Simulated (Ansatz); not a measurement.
**Where PBE misses the lattice constant a: 25 values for a set of cubic elemental metals**

PBE (Ansatz, a program for electronic structure) was set against 25 reference values (fcc Ag, fcc Al, fcc Au, bcc Ba, fcc Ca, antiferromagnetic bcc Cr, bcc Cs, fcc Cu, bcc Fe, fcc Ir, bcc K, bcc Li, bcc Mo, bcc Na, bcc Nb, fcc Ni, fcc Pb, fcc Pd, fcc Pt, bcc Rb, fcc Rh, fcc Sr, bcc Ta, bcc V, bcc W), measured values corrected to a static lattice. Its mean error is +0.75 % and its mean absolute error 1.03 % (median 0.77 %); 7 of 25 lie within 0.5 %, and the value is above the reference in 18 of 25 cases.

All rows, largest deviation first (by %; values in Å; a dash: no usable value at that level):

```
solid                     reference    PBE  PBE error (%)  HSE06   PBE0  r²SCAN
------------------------  ---------  -----  -------------  -----  -----  ------
fcc Pb                        4.902  5.040          +2.82  4.998  4.999   4.994
fcc Au                        4.062  4.158          +2.36  4.126  4.129   4.125
fcc Ag                        4.062  4.147          +2.10  4.140  4.137   4.104
bcc Cs                        6.039  6.162          +2.03  6.247  6.270   6.273
fcc Pd                        3.876  3.943          +1.73  3.909  3.911   3.908
bcc Rb                        5.576  5.670          +1.68  5.728  5.734   5.747
fcc Pt                        3.913  3.970          +1.46  3.926  3.927   3.940
bcc K                         5.212  5.284          +1.37  5.331  5.336   5.348
fcc Ir                        3.831  3.871          +1.04  3.825  3.826   3.844
fcc Cu                        3.595  3.629          +0.95  3.633  3.631   3.577
fcc Rh                        3.794  3.830          +0.95  3.779  3.781   3.800
bcc V                         3.021  2.997          -0.80  2.962  2.962   2.982
bcc Fe                        2.853  2.831          -0.77  2.912  2.910   2.866
bcc W                          3.16  3.184          +0.75  3.163  3.165   3.169
bcc Mo                        3.141  3.161          +0.63  3.136  3.138   3.151
bcc Ta                        3.299  3.319          +0.61  3.306  3.310   3.305
fcc Al                        4.018  4.040          +0.54  4.019  4.013   3.992
bcc Ba                        4.995  5.021          +0.53  5.123  5.137   5.070
bcc Nb                        3.294  3.310          +0.49  3.296  3.301   3.303
fcc Ca                        5.553  5.526          -0.48  5.591  5.581   5.568
bcc Li                        3.449  3.435          -0.42  3.463  3.464   3.477
bcc Na                        4.214  4.197          -0.40  4.225  4.226   4.223
antiferromagnetic bcc Cr      2.877  2.866          -0.38  3.056  3.045   2.961
fcc Ni                        3.508  3.519          +0.31  3.511  3.511   3.478
fcc Sr                        6.045  6.030          -0.25  6.119  6.120   6.101
```

All these references are brought to a static lattice.

Spin–orbit coupling is left out, also for the solids with elements from indium on (fcc Au, bcc Ba, bcc Cs, fcc Ir, fcc Pb, fcc Pt, bcc Ta, bcc W); its size isn't shown.

Differences are worked out from unrounded values.

Programs: Ansatz.

Ansatz's runs of these crystals have no spin polarisation, but for antiferromagnetic bcc Cr, bcc Fe, fcc Ni. Meta-GGA and hybrid levels favour moments, which can bear on fcc Pd, fcc Pt, fcc Rh, bcc V, bcc Fe, antiferromagnetic bcc Cr, fcc Ni.

Density-functional runs with spin start from opposed moments for antiferromagnetic bcc Cr, parallel moments for bcc Fe, parallel moments for fcc Ni.

Caveats: the cell is over a tenth larger than the published one (another phase or state, or a fault of the published cell, is possible) (HSE06: antiferromagnetic bcc Cr; PBE0: antiferromagnetic bcc Cr); the commensurate order stands in for chromium's spin-density wave, and the size of the moments varies much between levels (antiferromagnetic bcc Cr). Ansatz's density-functional and Hartree–Fock values are scalar-relativistic unless marked +SOC, with PAW data made under PBE.

Not in this set, of the elemental metals with a reference value in our tables and a result at some level: 19 for a reference at room or unstated temperature. These can be a level's best or worst cases. Solids held back whole aren't counted. Layered and molecular crystals are counted apart. The metals Ce to Yb are counted apart.

References as tabulated in Mejia-Rodriguez and Trickey (2018), arXiv:1807.09216; Csonka et al. (2009), arXiv:0903.4037; Levämäki et al. (2014), arXiv:1402.3671.
